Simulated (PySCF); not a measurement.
# Basis set benchmark on one molecule

Molecule: SMILES p12p3p1p23, P4.

Structure with atom numbers: `[p:1]12[p:2]3[p:3]1[p:4]23`.

Geometry PBE0-D3(BJ)/def2-SVP throughout; GIAO in PySCF 2.14.0 with density-fitted response routines, gas phase, one conformer, non-relativistic; equivalent atoms averaged; functional PBE0.

Reference values (measured; gas; B. Maryasin, H. Zipse, Phys. Chem. Chem. Phys. 13 (2011) 5150): δ(P1/P2/P3/P4) = -552.0 ppm vs 85 % H3PO4. Computed shifts are taken against H3PO4, calculated as an isolated molecule at each level.

How do the basis sets STO-3G, 6-31G, 6-31G*, def2-SVP, 6-311+G(2d,p), def2-TZVP perform against the reference? Times are CPU seconds on 1 thread of an Arm Neoverse V1, shared host.

## Answers


```
    basis set  functions  P1/P2/P3/P4  abs. error P  core-s
       STO-3G         36       -312.4         239.6     1.3
        6-31G         52       -483.6          68.4     2.5
       6-31G*         72       -494.0          58.0     3.4
     def2-SVP         72       -491.4          60.6     2.7
6-311+G(2d,p)        140       -576.6          24.6     6.4
    def2-TZVP        148       -586.0          34.0     7.5
```

For $^{31}$P the closest is 6-311+G(2d,p) (24.6 ppm) and the furthest STO-3G (239.6 ppm). Where a smaller basis beats a larger one, errors probably cancel. One molecule is a small sample, and vibrational effects are absent from the calculation.

A small basis that lands close on one nucleus may do so by chance; judge by the trend and by all nuclei.
